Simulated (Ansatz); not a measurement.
System: 2H MoS₂. Method: PBEsol-D3(BJ) (Ansatz, a quantum-chemistry and plane-wave program, PAW).

Numerical settings: plane-wave cutoff 520 eV, 12×12×4 k mesh (along the axes of the cell as run), Fermi–Dirac smearing 0.01 eV, no spin polarisation, scalar-relativistic PAW data made under PBE.

Response to compression and expansion:

Shape and atoms are relaxed at each volume.

```csv
V (Å³/atom),P (GPa),direct gap at Γ (eV),smallest gap on the k mesh (eV),c (Å)
15.681,3.36,1.964,0.360,11.432
16.007,1.52,1.997,0.452,11.565
16.334,0.00,2.032,0.543,11.708
16.661,-1.22,2.072,0.631,11.862
16.987,-2.17,2.115,0.720,12.027
```

The fundamental gap (0.52 eV at the equilibrium volume, with added k points) lies elsewhere than Γ–Γ.

Note: the bulk modulus comes from volumes at which shape and atoms were relaxed.

Spin–orbit coupling is not included.
